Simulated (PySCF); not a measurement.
**Continuum solvent and chemical shifts**

Structure with atom numbers: `[CH:1]#[C:2][C:3]#[CH:4]`. Each H is labelled by its parent atom.

GIAO PBE0/pcSseg-1 in PySCF on one PBE0-D3(BJ)/def2-SVP conformer, non-relativistic, equivalent nuclei averaged. Solvents enter as an IEF-PCM continuum (cyclohexane with ε = 2.0, acetone with ε = 20.5) around the gas-phase geometry. Shifts are referred to TMS computed in the same medium.

Gas phase, δ in ppm: C2/C3 72.6, C1/C4 69.0, H(C1)/H(C4) 1.53. Dipole moment 0.00 D.

Question: How does each δ change in the continuum?

Answer: 
```json
{"atoms": "C2/C3", "environment": "alkyne carbon", "Δδ, cyclohexane": "-0.2", "Δδ, acetone": "-0.5"}
{"atoms": "C1/C4", "environment": "terminal alkyne carbon", "Δδ, cyclohexane": "+1.7", "Δδ, acetone": "+4.4"}
{"atoms": "H(C1)/H(C4)", "environment": "hydrogen on a terminal alkyne carbon", "Δδ, cyclohexane": "+0.25", "Δδ, acetone": "+0.63"}
```

Changes are relative to the gas phase.

Question: Which nuclei move most (in ppm), and what does the model miss?

Answer: C1/C4 (terminal alkyne carbon, +4.4 ppm) in acetone. A continuum only polarises the solute; specific hydrogen bonds, the anisotropy of aromatic solvents and changes of geometry or conformer are outside it.
